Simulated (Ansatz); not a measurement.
Energy needed to pull apart SiHOF (SMILES O[Si]F), closed shell, into free ground-state atoms, from the structure below (displaced at random from its PBE0-D4/def2-TZVP minimum); no zero-point or spin–orbit terms; open-shell atoms are treated unrestricted, in their ground-state multiplicity.

```xyz
4
angstrom
O -0.5665 0.8600 -0.2348
Si 0.2351 0.0340 0.9442
F 0.9576 -1.2734 0.1880
H -0.6107 0.3630 -1.1552
```

Ansatz 0.2.0; basis: def2-TZVPP; cores frozen in the correlated methods.

| method | atomization energy (eV) |
| --- | --- |
| PBE-D4 | 16.60 |
| r2SCAN-D4 | 16.13 |
| PBE0-D4 | 15.86 |
| wB97M-V | ? |
| HF | 10.93 |
| MP2 | ? |
| CCSD | 15.39 |
| CCSD(T) | 15.74 |

Question: What does MP2 give? (Judge from chemistry; the value comes from the calculation.)

Answer: The calculation gives: 16.41 eV, which is about 0.68 eV more than CCSD(T)/def2-TZVPP.

Question: What does wB97M-V give? (To be estimated.)

Answer: The calculation gives: 16.38 eV, which is about 0.65 eV more than CCSD(T)/def2-TZVPP.

In triple zeta the MP2 and coupled-cluster atomization energies are still short of their basis limit by a few kcal/mol a bond, whereas those of the functionals are nearly converged, so these differences are not deviations from converged CCSD(T).

No T1 diagnostic of these runs exceeds 0.016.

For scale, one of the runs: CCSD(T)/def2-TZVPP forces, 118 basis functions (an equivalent command: `ansatz run in.yaml --threads 2`). Hardware: 2 CPU threads, shared host. Wall time 51 s; peak host memory 0.78 GiB.
